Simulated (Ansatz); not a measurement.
Barrier height from FH + H to the transition structure FH2, without zero-point energy, on the benchmark's geometries as Psi4's copy of the set gives them.
Transition structure (charge 0, multiplicity 2):
```xyz
3

H      0.147    -1.128     0.000
F      0.000     0.330     0.000
H     -0.147    -1.845     0.000
```

Open shells are unrestricted; no spin–orbit coupling.

Cores are frozen in the correlated methods. CBS: X⁻³ extrapolation of the correlation energy, Hartree–Fock from the larger set.

Programs: Ansatz (Gaussian orbitals). Values without a source in brackets are computed.

Task: What is the computed barrier height (BLYP/def2-TZVPPD)?

Result: 20.3 kcal/mol

Task: Estimate the barrier height that PBE0/def2-TZVPPD returns for this input.

Result: 28.0 kcal/mol

Task: Estimate the barrier height that CCSD(T)/CBS(aug-cc-pVTZ, aug-cc-pVQZ) returns for this input.

Result: 33.8 kcal/mol

Ansatz is an electronic-structure program.
